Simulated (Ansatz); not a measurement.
The input, for Ansatz 0.2.0:

```yaml
crystal:
  periodic: [false, false, false]
  atoms:
    - {symbol: C, position_ang: [0.000000, 0.000000, 0.000000]}
    - {symbol: F, position_ang: [0.000000, 0.000000, 1.315900]}
basis:
  gaussian: {orbitals: cc-pVDZ}
magnetization: {spin_polarized: false, initial_magnetization: 3}
correlation: {method: sc_nevpt2, electrons: outside_noble_gas, active_space: {window: {electrons: 11, orbitals: 8}, shells: [{species: C, l: s, shell: 2}, {species: C, l: p, shell: 2}, {species: F, l: s, shell: 2}, {species: F, l: p, shell: 2}]}}
```

```sh
$ ansatz run in.yaml --threads 1 --pin off --events-out ev --progress --plain --max-ram 4096MiB --backend cpu
```

Roughly how long does this take on 1 thread of AMD EPYC 7R13, shared host, and how much host memory?

0.43 s wall and 0.1 GiB.

```
468 factors; integrals over basis functions are off by at most 1.4e-7 eV
mean field evaluation 1: about -3728.6915 eV, gradient 1.5e1 eV
mean field evaluation 2: about -3728.6952 eV, gradient 1.5e1 eV
mean field evaluation 4: about -3730.4928 eV, gradient 2.7e0 eV
mean field evaluation 8: about -3730.5302 eV, gradient 8.9e-5 eV
mean field -3730.53017490 eV, -137.0944552835 hartree, gradient 1.3e-6 eV, S^2 3.750000; 0 other end points of the search recorded, 0 dependent functions left out
reference -3730.53017490 eV, -137.0944552835 hartree; 9, 6 occupied and 19, 22 virtual orbitals, 468 factors
state -3731.52906730 eV, -137.1311639019 hartree
state -3731.52906730 eV, -137.1311639019 hartree; corrected -3736.63404840 eV, -137.3187684970 hartree
Total energy: -3736.63404840 eV, -137.3187684970 hartree
Checks for a lower state left out: starts, orbital_swaps
```

For the same geometry and basis UCCSDTQ lies 869.2 meV lower.
